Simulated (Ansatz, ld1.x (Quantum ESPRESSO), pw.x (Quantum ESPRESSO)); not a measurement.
What a changed setting does to a pw.x run (diamond Si)

Potential: ultrasoft, ld1.x (Quantum ESPRESSO) 7.5, PBE; core [Ne], reference 3s2 3p2; waves: 3s (bound): rcut 1.40, rcutus 1.85 bohr; 3s channel at -0.2 Ry: rcut 1.40, rcutus 1.85 bohr; 3p (bound): rcut 1.75, rcutus 2.30 bohr; 3p channel at 0.4 Ry: rcut 1.75, rcutus 2.30 bohr; 3d channel at 0.25 Ry: rcut 1.50, rcutus 2.10 bohr; 3d channel at 0.95 Ry: rcut 1.50, rcutus 2.10 bohr; local part: all-electron potential smoothed inside 1.95 bohr (lloc = -1); core correction: none; augmentation: built from norm-conserving waves at rcut, not smoothed further.

The reference run (k-mesh 8³, cutoffs 40/600 Ry, Fermi–Dirac 0.01 Ry, mixing_beta 0.4, conv_thr 1e-9, no spin) gives 0.05 GPa at 20.463 Å³/atom, where all-electron LAPW gives -0.05 GPa. This run, with its own iteration cap, changes k-mesh points per axis to 2.

```
&control
  calculation='scf', prefix='x', pseudo_dir='./', outdir='./tmp', tstress=.true., disk_io='none'
/
&system
  ibrav=0, nat=2, ntyp=1, ecutwfc=40, ecutrho=600, nbnd=11,
  occupations='smearing', smearing='fd', degauss=0.01
/
&electrons
  conv_thr=1e-09, mixing_beta=0.4, electron_maxstep=50
/
ATOMIC_SPECIES
Si 1.0 Si.UPF
CELL_PARAMETERS angstrom
  0.00000000 2.73520428 2.73520428
  2.73520428 0.00000000 2.73520428
  2.73520428 2.73520428 0.00000000
ATOMIC_POSITIONS crystal
Si 0.0000 0.0000 0.0000
Si 0.2500 0.2500 0.2500
K_POINTS automatic
2 2 2 0 0 0
```

```bash
pw.x < Si.scf.in > Si.scf.out
```

Question: How does the run end?

Answer: It converges in 9 iterations; the free energy moves by +1.24 eV/atom and the pressure by +6.62 GPa.

```
Message from routine setup:
     using ibrav=0 with symmetry is DISCOURAGED, use correct ibrav instead
     lattice parameter (alat)  =       7.3098  a.u.
     unit-cell volume          =     276.1823 (a.u.)^3
     number of electrons       =         8.00
     number of Kohn-Sham states=           11
     kinetic-energy cutoff     =      40.0000  Ry
     charge density cutoff     =     600.0000  Ry
     scf convergence threshold =      1.0E-09
     Exchange-correlation= PBE
     number of k points=     3  Fermi-Dirac smearing, width (Ry)=  0.0100
     iteration #  1     ecut=    40.00 Ry     beta= 0.40
     total energy              =     -15.58033329 Ry
     estimated scf accuracy    <       0.10028776 Ry
     iteration #  2     ecut=    40.00 Ry     beta= 0.40
     total energy              =     -15.57707316 Ry
     estimated scf accuracy    <       0.02818127 Ry
     iteration #  3     ecut=    40.00 Ry     beta= 0.40
     total energy              =     -15.57879608 Ry
     estimated scf accuracy    <       0.00043151 Ry
     [... 3 iterations left out ...]
     iteration #  7     ecut=    40.00 Ry     beta= 0.40
     total energy              =     -15.57887356 Ry
     estimated scf accuracy    <       0.00000002 Ry
     iteration #  8     ecut=    40.00 Ry     beta= 0.40
     total energy              =     -15.57887357 Ry
     estimated scf accuracy    <          2.4E-09 Ry
     iteration #  9     ecut=    40.00 Ry     beta= 0.40
     the Fermi energy is     6.5234 ev
!    total energy              =     -15.57887357 Ry
     estimated scf accuracy    <          1.2E-10 Ry
     smearing contrib. (-TS)   =      -0.00585743 Ry
     The total energy is F=E-TS. E is the sum of the following terms:
     one-electron contribution =       4.69641968 Ry
     hartree contribution      =       1.25502701 Ry
     xc contribution           =      -4.84960875 Ry
     ewald contribution        =     -16.67485408 Ry
     convergence has been achieved in   9 iterations
          total   stress  (Ry/bohr**3)                   (kbar)     P=       66.76
     Message from routine punch:
     Nothing written, as per user request (disk_io='none')
```

The run took about 8.2 s on one core of a shared host (Neoverse-V1, 32 threads, 247 GiB, load 9).
